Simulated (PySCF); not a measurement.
**C2H4 (ethylene): levels of theory compared**

We compute a comparison of 6 runs (B3LYP/6-31G*, B2PLYP/def2-TZVP, CAM-B3LYP/def2-TZVP, wB97M-V/def2-TZVP, wB97X/def2-TZVP, SCS-MP2/def2-TZVP) of C2H4 (ethylene). 

The results are computed with PySCF 2.14.0.

1 further run of the same task is left out (set aside as unsound or not needed).

## 1. The molecule

C2H4: 6 atoms, total charge 0, spin state singlet. As SMILES, `C=C`. The coordinates come from a PBE0-D4/def2-TZVP relaxation.

Bond lengths: C1–C2 1.323 Å, C1–H3 1.085 Å, C1–H4 1.085 Å, C2–H5 1.085 Å, C2–H6 1.085 Å. Angles: C1–C2–H5 121.7°, C1–C2–H6 121.7°, C2–C1–H3 121.7°, C2–C1–H4 121.7°, H5–C2–H6 116.7°, H3–C1–H4 116.7°.

## 2. A single-point energy at B3LYP/6-31G(d) (spherical functions) (run 1)

calc.py

```python
# C=C
from pyscf import gto, dft

system = gto.Mole()
system.atom = [
    ('C', (-0.087440, -0.639940, -0.142820)),
    ('C', (0.087490, 0.639940, 0.142810)),
    ('H', (0.031980, -1.412740, 0.608940)),
    ('H', (-0.357440, -0.969100, -1.140500)),
    ('H', (-0.032090, 1.412740, -0.608910)),
    ('H', (0.357510, 0.969090, 1.140480)),
]
system.max_memory = 1860
system.charge = 0
system.basis = '6-31g*'
system.verbose = 3
system.build()

mf = dft.RKS(system, xc='b3lyp')
mf.grids.level = 5
mf.conv_tol = 1e-10
mf.kernel()
if not mf.converged:
    mf = mf.newton().run(mf.mo_coeff, mf.mo_occ)

etot = mf.e_tot
print('Final energy', etot)
```

Command:

```console
$ OMP_NUM_THREADS=1 python calc.py
```

Output:

```text
converged SCF energy = -78.585707903115
Final energy -78.58570790311504
```

It took 2.9 s on 1 thread of Arm Neoverse V2, shared host; peak memory 0.23 GiB.

## 3. A single-point energy at B2PLYP/def2-TZVP (run 2)

calc.py

```python
from pyscf import gto, dft, mp

molecule = gto.M(
    atom=[
    ('C', (-0.087440, -0.639940, -0.142820)),
    ('C', (0.087490, 0.639940, 0.142810)),
    ('H', (0.031980, -1.412740, 0.608940)),
    ('H', (-0.357440, -0.969100, -1.140500)),
    ('H', (-0.032090, 1.412740, -0.608910)),
    ('H', (0.357510, 0.969090, 1.140480)),
],
    max_memory=1860,
    basis='def2-tzvp',
    charge=0,
    verbose=4,
)

myscf = dft.RKS(molecule)
myscf.xc = '0.53*HF + 0.47*B88, 0.73*LYP'
myscf.conv_tol = 1e-10
myscf.grids.level = 5
myscf.kernel()
if not myscf.converged:
    myscf = myscf.newton().run(myscf.mo_coeff, myscf.mo_occ)

pt = mp.MP2(myscf, frozen=2).run()
energy = myscf.e_tot + 0.27 * pt.e_corr
print('PT2 part  %.8f' % (0.27 * pt.e_corr))
print('E = %.10f Eh' % energy)
```

Command:

```console
$ OMP_NUM_THREADS=1 python calc.py
```

Output:

```text
PySCF version 2.14.0

[INPUT] num. atoms = 6
[INPUT] num. electrons = 16
[INPUT] charge = 0
[INPUT] spin (= nelec alpha-beta = 2S) = 0
[INPUT] symmetry False subgroup None
[INPUT] Mole.unit = angstrom
[INPUT] Symbol           X                Y                Z      unit          X                Y                Z       unit  Magmom
[INPUT]  1 C     -0.087440000000  -0.639940000000  -0.142820000000 AA   -0.165237652332  -1.209311336154  -0.269890685110 Bohr   0.0
[INPUT]  2 C      0.087490000000   0.639940000000   0.142810000000 AA    0.165332138638   1.209311336154   0.269871787849 Bohr   0.0
[INPUT]  3 H      0.031980000000  -1.412740000000   0.608940000000 AA    0.060433441464  -2.669691685218   1.150729826293 Bohr   0.0
[INPUT]  4 H     -0.357440000000  -0.969100000000  -1.140500000000 AA   -0.675463705965  -1.831333587316  -2.155232645066 Bohr   0.0
[INPUT]  5 H     -0.032090000000   1.412740000000  -0.608910000000 AA   -0.060641311337   2.669691685218  -1.150673134509 Bohr   0.0
[INPUT]  6 H      0.357510000000   0.969090000000   1.140480000000 AA    0.675595986793   1.831314690055   2.155194850544 Bohr   0.0

nuclear repulsion = 33.4864174548247
number of shells = 38
number of NR pGTOs = 124
number of NR cGTOs = 86
basis = def2-tzvp
ecp = {}

******** <class 'pyscf.dft.rks.RKS'> ********
method = RKS
initial guess = minao
damping factor = 0
level_shift factor = 0
DIIS = <class 'pyscf.scf.diis.CDIIS'>
diis_start_cycle = 1
diis_space = 8
diis_damp = 0
SCF conv_tol = 1e-10
SCF conv_tol_grad = None
SCF max_cycles = 50
direct_scf = True
direct_scf_tol = 1e-13
XC library pyscf.dft.libxc version 7.0.0
    S. Lehtola, C. Steigemann, M. J.T. Oliveira, and M. A.L. Marques.,  SoftwareX 7, 1–5 (2018)
XC functionals = 0.53*HF + 0.47*B88, 0.73*LYP
    A. D. Becke.,  Phys. Rev. A 38, 3098 (1988)
    C. Lee, W. Yang, and R. G. Parr.,  Phys. Rev. B 37, 785 (1988)
    B. Miehlich, A. Savin, H. Stoll, and H. Preuss.,  Chem. Phys. Lett. 157, 200 (1989)
radial grids:
    Treutler-Ahlrichs [JCP 102, 346 (1995); DOI:10.1063/1.469408] (M4) radial grids

becke partition: Becke, JCP 88, 2547 (1988); DOI:10.1063/1.454033
pruning grids: <function nwchem_prune>
grids dens level: 5
symmetrized grids: False
atomic radii adjust function: <function treutler_atomic_radii_adjust>
small_rho_cutoff = 0
Set gradient conv threshold to 1e-05
Initial guess from minao.
tot grids = 180120
init E= -78.4672209829741
  HOMO = -0.312768574584375  LUMO = -0.0301631982536641  gap/eV = 7.69008
cycle= 1 E= -78.417721858219  delta_E= 0.0495  |g|= 0.199  |ddm|= 1.54
  HOMO = -0.293559681385119  LUMO = 0.0761421183226005  gap/eV = 10.06010
cycle= 2 E= -78.4259687770933  delta_E= -0.00825  |g|= 0.119  |ddm|= 0.197
  HOMO = -0.32841974468165  LUMO = 0.0534446003754923  gap/eV = 10.39106
cycle= 3 E= -78.4295145430908  delta_E= -0.00355  |g|= 0.0203  |ddm|= 0.0833
  HOMO = -0.322752771692787  LUMO = 0.0580855280007881  gap/eV = 10.36314
cycle= 4 E= -78.4296385415636  delta_E= -0.000124  |g|= 0.00122  |ddm|= 0.0163
  HOMO = -0.322744388034128  LUMO = 0.0579480115512538  gap/eV = 10.35917
cycle= 5 E= -78.4296390883397  delta_E= -5.47e-07  |g|= 0.000202  |ddm|= 0.00143
  HOMO = -0.322714131957973  LUMO = 0.0579684226949055  gap/eV = 10.35890
cycle= 6 E= -78.4296391094968  delta_E= -2.12e-08  |g|= 3.46e-05  |ddm|= 0.000315
  HOMO = -0.322713508650644  LUMO = 0.0579651786240163  gap/eV = 10.35879
cycle= 7 E= -78.4296391102872  delta_E= -7.9e-10  |g|= 3.44e-06  |ddm|= 6.41e-05
  HOMO = -0.32271305358956  LUMO = 0.0579652123424701  gap/eV = 10.35878
cycle= 8 E= -78.4296391102901  delta_E= -2.91e-12  |g|= 3.11e-06  |ddm|= 5.73e-06
  HOMO = -0.322713020547262  LUMO = 0.0579652054492286  gap/eV = 10.35878
Extra cycle  E= -78.4296391102893  delta_E= 8.24e-13  |g|= 3.57e-06  |ddm|= 3.52e-06
converged SCF energy = -78.4296391102893

******** <class 'pyscf.mp.mp2.RMP2'> ********
nocc = 6, nmo = 84
frozen orbitals 2
E(RMP2) = -78.8246995546847  E_corr = -0.395060444395403
E(SCS-RMP2) = -78.8290035203531  E_corr = -0.399364410063782
E_corr(same-spin) = -0.0862016806277329
E_corr(oppo-spin) = -0.30885876376767
PT2 part  -0.10666632
E = -78.5363054303 Eh
```

Run time: 7.2 s. Hardware: 1 thread of Arm Neoverse V2, shared host; peak memory 0.41 GiB.

Runs 3 to 4 aren't shown in full; the table further down has their settings and results.

## 4. A single-point energy at wB97X/def2-TZVP (run 5)

job.py

```python
from pyscf import gto, dft

mol = gto.M(
    atom='''
C     -0.087440    -0.639940    -0.142820
C      0.087490     0.639940     0.142810
H      0.031980    -1.412740     0.608940
H     -0.357440    -0.969100    -1.140500
H     -0.032090     1.412740    -0.608910
H      0.357510     0.969090     1.140480
''',
    verbose=3,
    basis='def2-tzvp',
    max_memory=1860,
    charge=0,
)

calc0 = dft.RKS(mol)
calc0.xc = 'wb97x'
calc0.grids.level = 5
calc0.conv_tol = 1e-10
calc0.kernel()
if not calc0.converged:
    calc0 = calc0.newton().run(calc0.mo_coeff, calc0.mo_occ)

etot = calc0.e_tot
print('E = %.10f Eh' % etot)
```

Command:

```console
$ OMP_NUM_THREADS=1 python job.py
```

Output:

```text
converged SCF energy = -78.5906497383469
E = -78.5906497383 Eh
```

It took 9.9 s on 1 thread of Arm Neoverse V2, shared host; peak memory 0.41 GiB.

## 5. The energy at SCS-MP2/def2-TZVP (run 6)

calc.py

```python
from pyscf import gto, mp

system = gto.M(
    atom='''
C     -0.165238    -1.209311    -0.269891
C      0.165332     1.209311     0.269872
H      0.060433    -2.669692     1.150730
H     -0.675464    -1.831334    -2.155233
H     -0.060641     2.669692    -1.150673
H      0.675596     1.831315     2.155195
''',
    unit='bohr',
    verbose=3,
    basis='def2-tzvp',
    max_memory=1860,
)

mf = system.RHF()
mf.conv_tol = 1e-10
mf.kernel()
if not mf.converged:
    mf = mf.newton().run(mf.mo_coeff, mf.mo_occ)

pt = mp.MP2(mf, frozen=2).run()
e_final = mf.e_tot + 1.2 * pt.e_corr_os + pt.e_corr_ss / 3
print('E = %.10f Eh' % e_final)
```

Command:

```console
$ OMP_NUM_THREADS=1 python calc.py
```

Output:

```text
converged SCF energy = -78.065148337419
E(RMP2) = -78.3886844368522  E_corr = -0.323536099433251
E(SCS-RMP2) = -78.3928770288262  E_corr = -0.327728691407251
E = -78.3928770288 Eh
```

It took 1.3 s on 1 thread of Arm Neoverse V2, shared host; peak memory 0.18 GiB.

## 6. Overview of the runs

```csv
run,level,frozen core orbitals,nlc grid,energy (Eh),dipole moment (D) of the reference,HOMO energy (eV),LUMO energy (eV),wall time
1,B3LYP/6-31G* (spherical functions),–,–,-78.585708,0.00,-7.29,0.56,2.9 s
2,B2PLYP/def2-TZVP,2,–,-78.536305,0.00,-8.78,1.58,7.2 s
3,CAM-B3LYP/def2-TZVP,–,–,-78.567761,0.00,-9.28,1.28,10 s
4,wB97M-V/def2-TZVP,–,1,-78.566152,0.00,-10.22,2.28,31 s
5,wB97X/def2-TZVP,–,–,-78.590650,0.00,-10.34,2.38,9.9 s
6,SCS-MP2/def2-TZVP,2,–,-78.392877,0.00,-10.33,3.93,1.3 s
```

## 7. Outcome

| quantity | value |
| --- | --- |
| run 6: total energy | -78.39288 Eh |
| run 6: dipole moment (Hartree–Fock density) | 0.00 D |
| run 6: HOMO energy (Hartree–Fock orbitals) | -10.33 eV |
| run 6: LUMO energy (Hartree–Fock orbitals) | 3.93 eV |
| run 6: HOMO–LUMO gap (Hartree–Fock orbitals) | 14.25 eV |
| run 6: correlation energy (2 core orbitals frozen) | -327.7 mEh |

Over runs 1, 2, 3, 4, 5 the HOMO–LUMO gap runs from 7.85 eV (B3LYP/6-31G*) to 12.72 eV (wB97X/def2-TZVP). The two ends differ in method and basis. Totals of different functionals can't be ranked against each other. All runs together took 62 s, the longest 31 s.
